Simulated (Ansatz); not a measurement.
C2HF2N (`N#CC(F)F`), relaxed with RKS PBE0-D4/def2-TZVP in the Gaussian-basis code of Ansatz from a PBE-D4/def2-SVP geometry. The force threshold is 0.005 eV/Å; the program also tests the step.

Charge 0, multiplicity 1.

Start:

```xyz
6

N     0.900    1.834    0.763
C     0.414    0.855    0.350
C    -0.207   -0.374   -0.207
F    -1.222   -0.776    0.601
F     0.725   -1.359   -0.279
H    -0.611   -0.180   -1.228
```

| step | energy (eV) | largest force (eV/Å) | largest move (Å) |
| --- | --- | --- | --- |
| 1 | -9007.1922 | 2.078 | 0.000 |
| 2 | -9007.2379 | 0.210 | 0.024 |
| 3 | -9007.2400 | 0.036 | 0.006 |
| 4 | -9007.2401 | 0.028 | 0.002 |
| 5 | -9007.2402 | 0.025 | 0.008 |
| 6 | -9007.2403 | 0.006 | 0.002 |
| 7 | -9007.2403 | 0.000 | 0.000 |

End:

```xyz
6

N     0.885    1.818    0.747
C     0.415    0.848    0.354
C    -0.204   -0.368   -0.206
F    -1.208   -0.772    0.592
F     0.712   -1.350   -0.278
H    -0.600   -0.175   -1.208
```

It took 8 s on 4 threads of an Intel Xeon Platinum 8488C on a shared host, with 0.31 GiB of host memory at the peak.
